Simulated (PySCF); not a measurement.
**MgAl⁻: from constants to spectrum**

ROHF-CCSD(T) constants of MgAl⁻, ³Σ⁻ (triplet), unpaired electrons π ↑↑ (PySCF, spin-free X2C with a Gaussian nucleus, basis sets Mg aug-cc-pVDZ-DK, Al aug-cc-pVDZ-DK; masses 23.9850 and 26.9815 u):

```
ωe              : 233.6 cm⁻¹
ωexe            : 2.36 cm⁻¹
Be              : 0.17069 cm⁻¹
αe              : 0.00192 cm⁻¹
D (centrifugal) : 3.64e-07 cm⁻¹
De to Mg + Al⁻  : 0.81 eV
```

Question: Give the vibrational terms G(v) and spacings up to v = 6.

Answer: G(v) = ωe(v+½) − ωexe(v+½)².

```json
{"v": "0", "G(v) (cm⁻¹)": "116.2", "G(v) − G(v−1)": "", "Bv (cm⁻¹)": "0.1697"}
{"v": "1", "G(v) (cm⁻¹)": "345.1", "G(v) − G(v−1)": "228.9", "Bv (cm⁻¹)": "0.1678"}
{"v": "2", "G(v) (cm⁻¹)": "569.2", "G(v) − G(v−1)": "224.2", "Bv (cm⁻¹)": "0.1659"}
{"v": "3", "G(v) (cm⁻¹)": "788.7", "G(v) − G(v−1)": "219.4", "Bv (cm⁻¹)": "0.1640"}
{"v": "4", "G(v) (cm⁻¹)": "1003.4", "G(v) − G(v−1)": "214.7", "Bv (cm⁻¹)": "0.1620"}
{"v": "5", "G(v) (cm⁻¹)": "1213.4", "G(v) − G(v−1)": "210.0", "Bv (cm⁻¹)": "0.1601"}
{"v": "6", "G(v) (cm⁻¹)": "1418.7", "G(v) − G(v−1)": "205.3", "Bv (cm⁻¹)": "0.1582"}
```

Question: How well does the Morse estimate ωe²/(4ωexe) reproduce De, and what is D0?

Answer: It gives 0.72 eV, 88 % of the computed De. D0 = De − G(0) = 0.81 − 0.01 = 0.80 eV.

Correlated steps freeze 6 core orbitals. Correlated levels converge slowly with the basis: in double zeta they bind strong bonds too weakly, by up to about 1 eV, and carry superposition errors of some tenths. For an ion De counts to the pair picked by the measured ionisation energies or electron affinities, which need not be the lowest pair at this level. The state is the lowest determinant that a PBE0 search found; another state may lie lower at other levels.
